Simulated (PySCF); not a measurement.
Species: C4H4N2.
Geometry (GFN2-xTB, Å), atoms numbered from 1 in this order:
```xyz
10
C4H4N2 angstrom
C     -1.6471    0.3532    0.0058
C     -0.7191   -0.5500   -0.2891
C      0.7075   -0.3320   -0.0806
N      1.5404   -1.2398   -0.3863
C      1.1164    0.9303    0.4755
N      1.5431    1.9001    0.9126
H     -1.3942    1.3156    0.4232
H     -2.6933    0.1616   -0.1605
H     -0.9638   -1.5151   -0.7082
H      2.5189   -1.0191   -0.2149
```

The calculation used TDDFT B3LYP/def2-SVPD, vertical, gas phase, core orbitals frozen in the response (PySCF).

Transition dipole moments from the ground state, in atomic units and in the frame of the coordinates above (overall signs are arbitrary), for the states with f of 0.002 or more among the lowest 8:

```csv
state,E (eV),μx,μy,μz
S1,4.295,-0.012,-0.055,0.135
S2,5.445,-1.302,0.472,0.086
S4,6.287,0.142,-0.590,-0.232
S7,7.165,-0.947,0.369,0.073
S8,7.210,0.011,0.072,-0.177
```

(1) Work out the oscillator strengths.

(2) The point group is Cs. Which irreducible representation does each state belong to?

(3) What angle do the transition dipoles of S2 and S7 make?

(4) What peak molar absorption coefficient would the strongest computed level give as a lone Gaussian band 0.5 eV wide at half height?

Results:

(1) f = (2/3) ΔE |μ|² with ΔE in hartree (27.2114 eV).

```csv
state,|μ|² (au),|μ| (D),f
S1,0.021,0.37,0.002
S2,1.927,3.53,0.257
S4,0.422,1.65,0.065
S7,1.039,2.59,0.182
S8,0.037,0.49,0.006
```

(2) Polarised normal to the mirror plane, so A″: S1 and S8. Polarised in the mirror plane, so A′: S2, S4 and S7.

(3) |cos θ| = |μa·μb| / (|μa| |μb|) = 1.00, so θ ≈ 1° (taken between 0 and 90°, since the signs are arbitrary).

(4) ε(max) = 2.175×10⁸ f / FWHM, with the width in cm⁻¹. S2: 2.175×10⁸ × 0.2570 / 4033 ≈ 14000 L mol⁻¹ cm⁻¹.

One conformer stands for the species.
